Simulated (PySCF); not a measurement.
One of the candidates below gave these computed data.

All candidates are C5H10O.

- Rotational structure: rotational constants A, B, C: 6.457, 2.255, 1.839 GHz [GFN2-xTB]
- Polarisability: 63.5 au [wB97X-D/def2-SVPD]
- UV, first state: lowest singlet excitation: 7.34 eV (169 nm, f = 0.010) [TDDFT wB97X-D/def2-SVPD]
- Triplet: lowest triplet excitation (Tamm–Dancoff): 7.09 eV [TDA wB97X-D/def2-SVPD]
- Dipole: 1.95 D [wB97X-D/def2-SVPD]
- UV, strongest line: among the 8 lowest singlet transitions: S8 at 8.78 eV (141 nm, f = 0.046) [TDDFT wB97X-D/def2-SVPD]

The electronic properties come from PySCF, for the isolated species, density fitting. Levels stand in brackets. One conformer (not necessarily the lowest) at the GFN2-xTB geometry, without solvent, vibrations or thermal averaging.

Question: Which candidate is it?
A. `OC1CCCC1`
B. `C/C=C/OCC`
C. `C[C@@H]1C[C@H]1CO`

Answer: C. It is `C[C@@H]1C[C@H]1CO`. Numbering: `[CH3:1][C@@H:2]1[CH2:3][C@H:4]1[CH2:5][OH:6]`. Its formula, C5H10O, gives 1 degree of unsaturation: 1 ring and 0 π bonds in the structure found. The optimised geometry has point group C1 and is an asymmetric top.

The others, at the same levels:
- `OC1CCCC1` fails: its computed strongest line among the 8 lowest singlet transitions is S2 at 8.42 eV (147 nm, f = 0.041) (against S8 at 8.78 eV), static isotropic polarisability is 61.7 au (against 63.5 au) and rotational constant A is 5.783 GHz (against 6.457 GHz).
- `C/C=C/OCC` fails: its computed lowest singlet excitation is 6.58 eV (188 nm, f = 0.028) (against 7.34 eV), lowest triplet excitation (Tamm–Dancoff) is 4.55 eV (against 7.09 eV) and strongest line among the 8 lowest singlet transitions is S3 at 7.07 eV (175 nm, f = 0.364) (against S8 at 8.78 eV).

Each candidate is one conformer, not necessarily the lowest. Dipoles, sizes and rotational constants follow the conformer. The torsions of the flexible species, by atom-mapped SMILES:
- `[CH3:1][C@@H:2]1[CH2:3][C@H:4]1[CH2:5][OH:6]`: C3–C4–C5–O6 154°, H–O6–C5–C4 -53°
- `[CH3:1]/[CH:2]=[CH:3]/[O:4][CH2:5][CH3:6]`: C2–C3–O4–C5 0°, C3–O4–C5–C6 180°

The conformers of `OC1CCCC1` aren't listed.
